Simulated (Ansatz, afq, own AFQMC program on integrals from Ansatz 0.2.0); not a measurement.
GeH⁺, singlet in cc-pVQZ, levels against full CI

```csv
atom,x (Å),y (Å),z (Å)
Ge,0.0000,0.0000,0.0000
H,0.0000,0.0000,1.5886
```

Basis cc-pVQZ. Only valence electrons are correlated. Integrals, coupled cluster, full CI and functionals: Ansatz 0.2.0; the random walks run on the same integrals in our own AFQMC program. ph-AFQMC/CISD is guided by a CISD state made of CCSD amplitudes; releasing the constraint for a short imaginary time cuts its bias at the price of noise, slowly where states lie close. Free projection: walkers drawn from exp(T), propagated without any constraint. Its projection time is finite, and what remains of the start isn't in its error. Error bars are statistical, one sigma. No spin–orbit coupling.

Determinant: RHF, the one that the program's search chose, which needn't be the lowest solution. The geometry is a PBE0/def2-TZVP stationary point of this or a neighbouring charge and spin state.

Full CI on the same integrals is exact in this basis and with this determinant's frozen core.

Cautions: no relativity below Rb; no spin-orbit coupling; inner d shell frozen.

The T1 diagnostic is 0.0105, the weight of the determinant in the CISD state is 0.932 and the size of the correlated space is 4 electrons in 84 orbitals.

| level | correlation energy (eV) |
| --- | --- |
| MP2 | -1.8823 |
| CCSD | -2.3857 |
| CCSD(T) | -2.4255 |

Q: Estimate where free-projection AFQMC lies against CCSD(T) on the same integrals.

A: 1.0 ± 0.08 kJ/mol below CCSD(T).

Reference: full CI, correlation energy -2.435 eV. The released energy is read at 1.50 1/Eh (meV from the phaseless value at times in 1/Eh: 0.0 ± 1.1 at 0.24, -1.5 ± 0.9 at 0.50, -3.1 ± 0.7 at 1.00, -4.6 ± 0.7 at 1.50).

```json
{"level": "CCSD(T)", "E − E(reference) (kJ/mol)": "0.9", "share of correlation (%)": "99.61"}
{"level": "CCSDT", "E − E(reference) (kJ/mol)": "0.2", "share of correlation (%)": "99.94"}
{"level": "CCSDT(Q)", "E − E(reference) (kJ/mol)": "0.0", "share of correlation (%)": "99.99"}
{"level": "ph-AFQMC/HF", "E − E(reference) (kJ/mol)": "1.3 ± 1.5", "share of correlation (%)": "99.44"}
{"level": "ph-AFQMC/CISD", "E − E(reference) (kJ/mol)": "0.5 ± 0.1", "share of correlation (%)": "99.79"}
{"level": "released AFQMC", "E − E(reference) (kJ/mol)": "0.0 ± 0.07", "share of correlation (%)": "99.98"}
{"level": "free AFQMC", "E − E(reference) (kJ/mol)": "-0.1 ± 0.08", "share of correlation (%)": "100.03"}
```

CCSDT and higher add their correlation energy to the determinant of the CCSD(T) run, since their own runs factorise the integrals more tightly (a shift of under 2 meV). Free projections are given only where their last times agree within the noise and don't stop above the reference; a slow remainder of the start can still hide under it. A walk keeps the symmetry of its determinant, which the program's search chose and which needn't be the lowest solution, so a lower state of the same spin and another symmetry isn't excluded. Released energies are given only where the last usable release times agree within the noise; a slower fall can still hide under it.
